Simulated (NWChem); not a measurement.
propyne (C3H4); SMILES C#CC

Program: NWChem. Coordinates come from a PBE0/def2-SVP optimisation.

For level B3LYP/def2-TZVP:

- orbital gap (eV): 8.39

**Question.** What are these values for level B3LYP/def2-SVPD?

**Answer.** 
| Quantity | Value |
|---|---|
| orbital gap (eV) | 7.95 |
